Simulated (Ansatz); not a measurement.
## How methods differ on SiNH5 (SMILES [SiH3]N)

SiNH5, singlet, SMILES `[SiH3]N`. Each level relaxes the structure for itself.

Each level gives the zero-point energy at each level's own minimum (kJ/mol). The values are calculated.

| level | kind | program | value (kJ/mol) |
| --- | --- | --- | --- |
| HF/STO-3G | Hartree–Fock | Ansatz | 162.5 |
| HF/6-31G* (Cartesian functions) | Hartree–Fock | Ansatz | 141.5 |
| HF/cc-pVTZ | Hartree–Fock | Ansatz | 139.3 |
| SVWN5/def2-TZVP | LDA | Ansatz | 127.2 |
| PBE/def2-SVP | GGA | Ansatz | 128.1 |
| PBE-D3(BJ)/def2-TZVP | GGA | Ansatz | 128.2 |
| B3LYP/6-31G* (Cartesian functions) | global hybrid | Ansatz | 132.9 |
| PBE0-D4/def2-TZVP | global hybrid | Ansatz | 132.0 |
| wB97M-V/def2-TZVPD | range-separated hybrid | Ansatz | 132.4 |
| MP2/6-31G* (Cartesian functions) | perturbation theory | Ansatz | 136.2 |

Harmonic and unscaled. The values span 127.2 to 162.5 kJ/mol. Without the sets that lack polarisation functions the rows with a basis span only 127.2 to 141.5 kJ/mol.
